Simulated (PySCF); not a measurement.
# Ionisation energy of B by level of theory

B [He] 2s2 2p1 (2P) → B⁺ [He] 2s2 (1S), as a difference of total energies. All numbers are calculated (PySCF 2.14, scalar relativity by spin-free X2C-1e, in aug-cc-pVQZ-DK). Correlated levels: valence: 1s2 frozen. The calculations carry no spin-orbit coupling.

```csv
method,ionisation energy (eV)
UHF,8.039
MP2 (valence),8.288
SCS-MP2 (valence),8.257
CCSD (valence),8.190
CCSD(T) (valence),8.230
```

Task: How much does correlation contribute at CCSD(T) (valence)?

Result: 8.230 − (8.039) = 0.191 eV, measured against UHF.

Errors of the correlated levels include the incompleteness of this basis and the frozen core.

For comparison: 8.297 eV (measured; NIST levels, between the centres of gravity of the two terms).
